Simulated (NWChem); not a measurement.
System: CH3S anion

```xyz
5

C      0.0000     0.0000    -1.1001
S      0.0000     0.0000     0.7470
H      0.7249     0.7249    -1.5134
H      0.2653    -0.9903    -1.5134
H     -0.9903     0.2653    -1.5134
```
Atoms are numbered in this order, from 1.

Level: B3LYP/def2-SVPD (NWChem), optimised geometry, unscaled harmonic frequencies. The highest occupied level is positive, so the extra electron may be held by the finite basis.

Task: List the harmonic frequencies with IR intensities, and the thermochemistry.

Result: 
```csv
frequency (cm⁻¹),IR intensity (km/mol)
687,1.9
915,10.0
915,10.0
1282,43.9
1442,0.4
1442,0.4
2950,231.0
3002,44.2
3002,44.2
```

```json
{
  "zero_point_energy": "22.3 kcal/mol",
  "thermal correction to the enthalpy at 298.15 K (with zero-point energy)": "24.9 kcal/mol",
  "heat capacity Cv": "8.1 cal/(mol K)",
  "entropy at 298.15 K and 1 atm (symmetry number 3)": "56.0 cal/(mol K)"
}
```

Rigid rotor and harmonic oscillator.
